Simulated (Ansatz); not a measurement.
# C2H4ClNS: small, medium and large basis sets

One table from this session's results is given with a row withheld; the runs are named, their logs left out.

The runs use Ansatz 0.2.0, Gaussian basis; one geometry, several basis sets.

Levels to be run: PBE0-D4/def2-SVP; ωB97M-V/def2-SVP; PBE0-D4/def2-QZVPP; ωB97M-V/def2-QZVPP; the functionals' def2-TZVPP values are taken from earlier runs.

### The relaxed structure

All runs share one geometry, relaxed beforehand with PBE0-D4 in a triple-zeta def2 set.

SMILES `C/N=C(/S)Cl`, 9 atoms, charge 0, spin multiplicity 1.

Atoms are counted from 1 here; the program's logs count them from 0.

Bond lengths: C1–N2 1.434 Å, C1–H6 1.094 Å, C1–H7 1.093 Å, C1–H8 1.093 Å, N2–C3 1.241 Å, C3–S4 1.750 Å, C3–Cl5 1.771 Å, S4–H9 1.345 Å. Angles: N2–C1–H6 113.6°, N2–C1–H7 108.8°, N2–C1–H8 108.8°, H6–C1–H7 109.2°, H6–C1–H8 109.2°, H7–C1–H8 107.1°, C1–N2–C3 124.1°, N2–C3–S4 125.1°, N2–C3–Cl5 125.8°, S4–C3–Cl5 109.1°, C3–S4–H9 93.9°.

Set-up of the first run:

File in.yaml:

```yaml
crystal:
  periodic: [false, false, false]
  atoms:
    - {symbol: C, position_ang: [1.052622, 0.673648, 0.643375]}
    - {symbol: N, position_ang: [-0.026979, -0.248018, 0.438258]}
    - {symbol: C, position_ang: [-0.664631, -0.348682, -0.621968]}
    - {symbol: S, position_ang: [-1.984914, -1.462543, -0.900045]}
    - {symbol: Cl, position_ang: [-0.391829, 0.603242, -2.090177]}
    - {symbol: H, position_ang: [1.272253, 1.292635, -0.231338]}
    - {symbol: H, position_ang: [1.947567, 0.110649, 0.919553]}
    - {symbol: H, position_ang: [0.806582, 1.320431, 1.489150]}
    - {symbol: H, position_ang: [-1.922171, -1.987664, 0.336091]}
basis:
  gaussian: {orbitals: def2-SVP}
hamiltonian: {xc: pbe0, dispersion: d4}
output: {orbitals: {seedname: orbitals}}
```

Started as:

```console
ansatz run in.yaml --threads 4 --pin off --events-out ev --progress --plain --max-ram 10444MiB
```

Steps of the session up to this table: PBE0-D4 in def2-SVP; ωB97M-V in def2-SVP; PBE0-D4 in def2-QZVPP; ωB97M-V in def2-QZVPP.

One table of the session follows, with a row left open; its other results are not shown here.

It belongs to the step «Functionals by basis». 

```
functional       basis  HOMO (eV)  LUMO (eV)
   PBE0-D4    def2-SVP      -7.30      -0.10
   PBE0-D4  def2-TZVPP      -7.43      -0.40
   PBE0-D4  def2-QZVPP      -7.46      -0.49
   ωB97M-V    def2-SVP          ?          ?
   ωB97M-V  def2-TZVPP      -9.56       1.81
   ωB97M-V  def2-QZVPP      -9.60       1.67
```

Q: Estimate the row for ωB97M-V, def2-SVP from the others.

As computed: HOMO (eV): -9.40; LUMO (eV): 2.18. In the column «HOMO (eV)» it lies between ωB97M-V, def2-TZVPP (-9.56) and PBE0-D4, def2-QZVPP (-7.46).
